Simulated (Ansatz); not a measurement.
**Nudged elastic band run: BH5NO**

Input file:

```yaml
crystal:
  periodic: [false, false, false]
  atoms:
    - { symbol: B, position_ang: [0.168531, -0.34202, -0.293415] }
    - { symbol: H, position_ang: [0.233052, -1.055055, 0.677998] }
    - { symbol: "N", position_ang: [1.33752, -0.017472, -0.990729] }
    - { symbol: H, position_ang: [2.238671, -0.351421, -0.727342] }
    - { symbol: H, position_ang: [1.332506, 0.567181, -1.801044] }
    - { symbol: O, position_ang: [-1.024297, 0.155797, -0.720425] }
    - { symbol: H, position_ang: [-1.764761, -0.105377, -0.200143] }
    - { symbol: H, position_ang: [-0.528221, 0.301666, 3.8386] }
magnetization:
  spin_polarized: true
  initial_magnetization: 1
basis:
  gaussian: { orbitals: def2-SVP }
hamiltonian:
  xc: hf
neb:
  order_check: false
  images: 5
  f_tol: 0.03
  max_iterations: 60
  final_atoms:
    - { symbol: B, position_ang: [-0.24419721, -0.60268911, -1.08349235] }
    - { symbol: H, position_ang: [0.77114409, -0.13855578, 2.43898529] }
    - { symbol: "N", position_ang: [0.97618259, -0.11270819, -0.61870571] }
    - { symbol: H, position_ang: [1.73839004, -0.69991379, -0.35800693] }
    - { symbol: H, position_ang: [1.16797039, 0.86914355, -0.56432422] }
    - { symbol: O, position_ang: [-1.25478728, 0.21024648, -1.46219997] }
    - { symbol: H, position_ang: [-2.03157737, -0.24058919, -1.74883792] }
    - { symbol: H, position_ang: [0.86987576, -0.13163497, 3.1800818] }
  initial_path:
    images:
      - { positions_ang: [[0.168531, -0.34202, -0.293415], [0.233052, -1.055055, 0.677998], [1.33752, -0.017472, -0.990729], [2.238671, -0.351421, -0.727342], [1.332506, 0.567181, -1.801044], [-1.024297, 0.155797, -0.720425], [-1.764761, -0.105377, -0.200143], [-0.528221, 0.301666, 3.8386]] }
      - { positions_ang: [[0.11390896, -0.22538919, -0.19258264], [0.168235, -0.71465792, 0.934691], [1.33416778, -0.01728209, -0.92661054], [2.07736929, -0.54860399, -0.84732335], [1.48994541, 0.67552777, -1.5545819], [-1.09350604, 0.12762383, -0.7020862], [-1.76538044, -0.32446744, -0.28954202], [-0.33173897, 0.18054804, 3.36153566]] }
      - { positions_ang: [[0.05928691, -0.10875838, -0.09175028], [0.10341801, -0.37426084, 1.19138401], [1.33081556, -0.01709219, -0.86249209], [1.91606758, -0.74578698, -0.96730471], [1.64738483, 0.78387453, -1.3081198], [-1.16271508, 0.09945066, -0.6837474], [-1.76599987, -0.54355789, -0.37894105], [-0.13525693, 0.05943008, 2.88447131]] }
      - { positions_ang: [[0.00466487, 0.00787242, 0.00908207], [0.03860101, -0.03386375, 1.44807701], [1.32746334, -0.01690228, -0.79837363], [1.75476587, -0.94296997, -1.08728606], [1.80482424, 0.8922213, -1.0616577], [-1.23192412, 0.0712775, -0.6654086], [-1.76661931, -0.76264833, -0.46834007], [0.0612251, -0.06168787, 2.40740697]] }
      - { positions_ang: [[-0.07828916, -0.19564809, -0.3551094], [0.28278204, -0.0687611, 1.77837977], [1.21036976, -0.04883759, -0.73848432], [1.74930726, -0.86195124, -0.84419302], [1.59253962, 0.88452871, -0.89587987], [-1.23954518, 0.11760049, -0.93100572], [-1.85493866, -0.58862862, -0.89517269], [0.33077532, -0.08500357, 2.66496525]] }
      - { positions_ang: [[-0.16124318, -0.3991686, -0.71930088], [0.52696306, -0.10365844, 2.10868253], [1.09327617, -0.08077289, -0.67859501], [1.74384865, -0.78093252, -0.60109997], [1.38025501, 0.87683613, -0.73010204], [-1.24716623, 0.16392348, -1.19660284], [-1.94325802, -0.4146089, -1.3220053], [0.60032554, -0.10831927, 2.92252352]] }
      - { positions_ang: [[-0.24419721, -0.60268911, -1.08349235], [0.77114409, -0.13855578, 2.43898529], [0.97618259, -0.11270819, -0.61870571], [1.73839004, -0.69991379, -0.35800693], [1.16797039, 0.86914355, -0.56432422], [-1.25478728, 0.21024648, -1.46219997], [-2.03157737, -0.24058919, -1.74883792], [0.86987576, -0.13163497, 3.1800818]] }
```

Run as:

```bash
$ ansatz run input.yaml --threads 1 --pin off --max-ram 2048MiB --backend cpu --events-out ev --progress --plain --runs-dir out
```

Output, in part (warnings, iteration lines):

```
NEB end point (image 0): max|allowed force component| = 1.875e-2 eV/Å (the criterion of neb.relax_end_points is 1.000e-2)
NEB end point (image 6): max|allowed force component| = 2.289e-2 eV/Å (the criterion of neb.relax_end_points is 1.000e-2)
NEB iter   1: max|band force component| = 5.372e0 eV/Å  barrier→ = 2.9041 eV  barrier← = 2.5714 eV  Δτ_max = 0.2000 Å  (276 SCF iters)
NEB iter   2: max|band force component| = 2.940e0 eV/Å  barrier→ = 2.3255 eV  barrier← = 1.9929 eV  Δτ_max = 0.1972 Å  (163 SCF iters)
NEB iter   3: max|band force component| = 1.387e0 eV/Å  barrier→ = 1.9926 eV  barrier← = 1.6600 eV  Δτ_max = 0.1928 Å  (163 SCF iters)
NEB iter   4: max|band force component| = 2.970e0 eV/Å  barrier→ = 1.8677 eV  barrier← = 1.5350 eV  Δτ_max = 0.0996 Å  (158 SCF iters)
NEB iter   5: max|band force component| = 1.316e0 eV/Å  barrier→ = 1.4204 eV  barrier← = 1.0878 eV  Δτ_max = 0.1941 Å  (151 SCF iters)
NEB iter   6: max|band force component| = 1.164e0 eV/Å  barrier→ = 1.0585 eV  barrier← = 0.7259 eV  Δτ_max = 0.1967 Å  (156 SCF iters)
NEB iter   7: max|band force component| = 1.285e0 eV/Å  barrier→ = 0.8711 eV  barrier← = 0.5385 eV  Δτ_max = 0.1018 Å  (154 SCF iters)
NEB iter   8: max|band force component| = 9.948e-1 eV/Å  barrier→ = 0.9434 eV  barrier← = 0.6107 eV  Δτ_max = 0.1016 Å  (151 SCF iters)
NEB iter   9: max|band force component| = 5.571e-1 eV/Å  barrier→ = 0.9731 eV  barrier← = 0.6404 eV  Δτ_max = 0.1018 Å  (158 SCF iters)
NEB iter  10: max|band force component| = 6.529e-1 eV/Å  barrier→ = 0.9616 eV  barrier← = 0.6290 eV  Δτ_max = 0.0506 Å  (149 SCF iters)
NEB iter  11: max|band force component| = 3.662e-1 eV/Å  barrier→ = 0.9097 eV  barrier← = 0.5770 eV  CI = image 2  Δτ_max = 0.0501 Å  (139 SCF iters)
NEB iter  12: max|band force component| = 2.638e-1 eV/Å  barrier→ = 0.8950 eV  barrier← = 0.5624 eV  CI = image 2  Δτ_max = 0.1016 Å  (139 SCF iters)
NEB iter  13: max|band force component| = 2.058e-1 eV/Å  barrier→ = 0.8727 eV  barrier← = 0.5401 eV  CI = image 2  Δτ_max = 0.0999 Å  (150 SCF iters)
NEB iter  14: max|band force component| = 2.222e0 eV/Å  barrier→ = 0.9093 eV  barrier← = 0.5767 eV  CI = image 3  Δτ_max = 0.0500 Å  (145 SCF iters)
NEB iter  15: max|band force component| = 2.112e0 eV/Å  barrier→ = 0.8759 eV  barrier← = 0.5433 eV  CI = image 3  Δτ_max = 0.1026 Å  (140 SCF iters)
NEB iter  16: max|band force component| = 4.840e-1 eV/Å  barrier→ = 0.8397 eV  barrier← = 0.5070 eV  CI = image 2  Δτ_max = 0.1994 Å  (149 SCF iters)
NEB iter  17: max|band force component| = 1.715e0 eV/Å  barrier→ = 0.9356 eV  barrier← = 0.6029 eV  CI = image 2  Δτ_max = 0.1002 Å  (152 SCF iters)
NEB iter  18: max|band force component| = 3.326e0 eV/Å  barrier→ = 1.1732 eV  barrier← = 0.8405 eV  CI = image 3  Δτ_max = 0.1994 Å  (151 SCF iters)
NEB iter  19: max|band force component| = 6.337e0 eV/Å  barrier→ = 1.8286 eV  barrier← = 1.4959 eV  CI = image 2  Δτ_max = 0.1010 Å  (151 SCF iters)
NEB iter  20: max|band force component| = 3.852e0 eV/Å  barrier→ = 1.2843 eV  barrier← = 0.9517 eV  CI = image 2  Δτ_max = 0.1960 Å  (149 SCF iters)
NEB iter  21: max|band force component| = 3.913e0 eV/Å  barrier→ = 1.1326 eV  barrier← = 0.8000 eV  CI = image 2  Δτ_max = 0.1967 Å  (156 SCF iters)
NEB iter  22: max|band force component| = 3.516e0 eV/Å  barrier→ = 0.9229 eV  barrier← = 0.5903 eV  CI = image 2  Δτ_max = 0.1982 Å  (154 SCF iters)
NEB iter  23: max|band force component| = 3.936e0 eV/Å  barrier→ = 1.2091 eV  barrier← = 0.8765 eV  CI = image 3  Δτ_max = 0.1988 Å  (160 SCF iters)
NEB iter  24: max|band force component| = 2.494e0 eV/Å  barrier→ = 1.1239 eV  barrier← = 0.7912 eV  CI = image 3  Δτ_max = 0.1986 Å  (158 SCF iters)
NEB iter  25: max|band force component| = 2.826e0 eV/Å  barrier→ = 1.0042 eV  barrier← = 0.6716 eV  CI = image 3  Δτ_max = 0.1003 Å  (158 SCF iters)
NEB iter  26: max|band force component| = 2.431e0 eV/Å  barrier→ = 0.9346 eV  barrier← = 0.6019 eV  CI = image 3  Δτ_max = 0.1994 Å  (150 SCF iters)
NEB iter  27: max|band force component| = 1.384e0 eV/Å  barrier→ = 0.7173 eV  barrier← = 0.3847 eV  CI = image 3  Δτ_max = 0.1997 Å  (155 SCF iters)
NEB iter  28: max|band force component| = 2.921e0 eV/Å  barrier→ = 0.7524 eV  barrier← = 0.4198 eV  CI = image 4  Δτ_max = 0.2000 Å  (156 SCF iters)
NEB iter  29: max|band force component| = 2.749e0 eV/Å  barrier→ = 1.0689 eV  barrier← = 0.7363 eV  CI = image 3  Δτ_max = 0.1970 Å  (150 SCF iters)
NEB iter  30: max|band force component| = 2.708e0 eV/Å  barrier→ = 0.9804 eV  barrier← = 0.6477 eV  CI = image 4  Δτ_max = 0.1002 Å  (159 SCF iters)
NEB iter  31: max|band force component| = 2.989e0 eV/Å  barrier→ = 1.2120 eV  barrier← = 0.8794 eV  CI = image 3  Δτ_max = 0.1988 Å  (141 SCF iters)
NEB iter  32: max|band force component| = 2.945e0 eV/Å  barrier→ = 1.2035 eV  barrier← = 0.8708 eV  CI = image 4  Δτ_max = 0.2000 Å  (151 SCF iters)
NEB iter  33: max|band force component| = 4.041e0 eV/Å  barrier→ = 1.8926 eV  barrier← = 1.5600 eV  CI = image 3  Δτ_max = 0.2000 Å  (158 SCF iters)
NEB iter  34: max|band force component| = 2.840e0 eV/Å  barrier→ = 1.2231 eV  barrier← = 0.8904 eV  CI = image 4  Δτ_max = 0.1992 Å  (151 SCF iters)
NEB iter  35: max|band force component| = 4.754e0 eV/Å  barrier→ = 2.2177 eV  barrier← = 1.8851 eV  CI = image 3  Δτ_max = 0.2000 Å  (158 SCF iters)
NEB iter  36: max|band force component| = 2.907e0 eV/Å  barrier→ = 1.2364 eV  barrier← = 0.9037 eV  CI = image 4  Δτ_max = 0.1991 Å  (157 SCF iters)
NEB iter  37: max|band force component| = 4.853e0 eV/Å  barrier→ = 2.6699 eV  barrier← = 2.3372 eV  CI = image 3  Δτ_max = 0.2000 Å  (158 SCF iters)
NEB iter  38: max|band force component| = 4.405e0 eV/Å  barrier→ = 1.8404 eV  barrier← = 1.5078 eV  CI = image 3  Δτ_max = 0.2000 Å  (157 SCF iters)
NEB iter  39: max|band force component| = 3.630e0 eV/Å  barrier→ = 1.8072 eV  barrier← = 1.4746 eV  CI = image 4  Δτ_max = 0.1906 Å  (159 SCF iters)
NEB iter  40: max|band force component| = 3.540e0 eV/Å  barrier→ = 2.2128 eV  barrier← = 1.8802 eV  CI = image 3  Δτ_max = 0.2000 Å  (164 SCF iters)
NEB iter  41: max|band force component| = 3.571e0 eV/Å  barrier→ = 1.7296 eV  barrier← = 1.3969 eV  CI = image 3  Δτ_max = 0.2000 Å  (166 SCF iters)
NEB iter  42: max|band force component| = 3.672e0 eV/Å  barrier→ = 1.4037 eV  barrier← = 1.0710 eV  CI = image 4  Δτ_max = 0.1924 Å  (165 SCF iters)
NEB iter  43: max|band force component| = 4.400e0 eV/Å  barrier→ = 1.8123 eV  barrier← = 1.4797 eV  CI = image 3  Δτ_max = 0.1985 Å  (154 SCF iters)
NEB iter  44: max|band force component| = 2.921e0 eV/Å  barrier→ = 1.4891 eV  barrier← = 1.1565 eV  CI = image 3  Δτ_max = 0.1954 Å  (157 SCF iters)
NEB iter  45: max|band force component| = 3.407e0 eV/Å  barrier→ = 1.4539 eV  barrier← = 1.1212 eV  CI = image 3  Δτ_max = 0.1981 Å  (149 SCF iters)
NEB iter  46: max|band force component| = 3.329e0 eV/Å  barrier→ = 1.4243 eV  barrier← = 1.0917 eV  CI = image 3  Δτ_max = 0.2000 Å  (147 SCF iters)
NEB iter  47: max|band force component| = 3.067e0 eV/Å  barrier→ = 1.3363 eV  barrier← = 1.0037 eV  CI = image 3  Δτ_max = 0.2000 Å  (160 SCF iters)
NEB iter  48: max|band force component| = 2.637e0 eV/Å  barrier→ = 1.1400 eV  barrier← = 0.8074 eV  CI = image 3  Δτ_max = 0.2000 Å  (154 SCF iters)
NEB iter  49: max|band force component| = 2.351e0 eV/Å  barrier→ = 0.9898 eV  barrier← = 0.6571 eV  CI = image 3  Δτ_max = 0.1967 Å  (152 SCF iters)
NEB iter  50: max|band force component| = 1.849e0 eV/Å  barrier→ = 0.8224 eV  barrier← = 0.4898 eV  CI = image 3  Δτ_max = 0.2000 Å  (140 SCF iters)
NEB iter  51: max|band force component| = 1.692e0 eV/Å  barrier→ = 0.8242 eV  barrier← = 0.4915 eV  CI = image 3  Δτ_max = 0.2000 Å  (144 SCF iters)
NEB iter  52: max|band force component| = 1.499e0 eV/Å  barrier→ = 0.8564 eV  barrier← = 0.5237 eV  CI = image 3  Δτ_max = 0.2000 Å  (145 SCF iters)
NEB iter  53: max|band force component| = 1.578e0 eV/Å  barrier→ = 0.8682 eV  barrier← = 0.5355 eV  CI = image 3  Δτ_max = 0.2000 Å  (153 SCF iters)
NEB iter  54: max|band force component| = 1.551e0 eV/Å  barrier→ = 0.9236 eV  barrier← = 0.5910 eV  CI = image 3  Δτ_max = 0.2000 Å  (143 SCF iters)
NEB iter  55: max|band force component| = 1.422e0 eV/Å  barrier→ = 0.9206 eV  barrier← = 0.5880 eV  CI = image 3  Δτ_max = 0.2000 Å  (150 SCF iters)
NEB iter  56: max|band force component| = 1.724e0 eV/Å  barrier→ = 1.0458 eV  barrier← = 0.7131 eV  CI = image 3  Δτ_max = 0.1840 Å  (147 SCF iters)
NEB iter  57: max|band force component| = 2.102e0 eV/Å  barrier→ = 1.2173 eV  barrier← = 0.8847 eV  CI = image 3  Δτ_max = 0.2000 Å  (149 SCF iters)
NEB iter  58: max|band force component| = 1.484e0 eV/Å  barrier→ = 1.2301 eV  barrier← = 0.8975 eV  CI = image 3  Δτ_max = 0.2000 Å  (159 SCF iters)
NEB iter  59: max|band force component| = 8.932e-1 eV/Å  barrier→ = 0.8214 eV  barrier← = 0.4887 eV  CI = image 3  Δτ_max = 0.2000 Å  (150 SCF iters)
NEB iter  60: max|band force component| = 1.347e0 eV/Å  barrier→ = 1.0267 eV  barrier← = 0.6941 eV  CI = image 3  Δτ_max = 0.1901 Å  (154 SCF iters)
Error: NEB band did not converge after 60 iterations: max|band force component| = 1.35e0 eV/Å (threshold 3.0e-2); raise `neb.max_iterations` in a new run, which can start from the last band evaluated (`neb.initial_path`, with `crystal.atoms` and `neb.final_atoms` set to its first and last images), …
```

It did not converge within its limit. The band didn't meet its force threshold, so its energies are provisional: the largest band force was still 1.35 eV/Å, and over the last iterations the top moved between 0.82 and 1.23 eV. Neighbouring images lie up to 2.8 Å apart, so the band is torn or far too coarse.

Final band (atoms are numbered from 1 in the order of the input):

```tsv
image	path coordinate (Å)	energy (eV)	B1–H2 (Å)	H2–H8 (Å)
0	0.00	0.00	1.21	3.52
1	2.83	0.00	1.20	3.83
2	5.66	0.00	1.21	4.35
3	8.50	1.03	1.78	0.75
4	10.16	0.38	3.14	0.75
5	11.81	0.35	4.00	0.75
6	13.45	0.33	3.70	0.75
```

Run time: 3.3 min on 1 thread of Arm Neoverse V2 (shared host), peak memory 0.15 GiB.
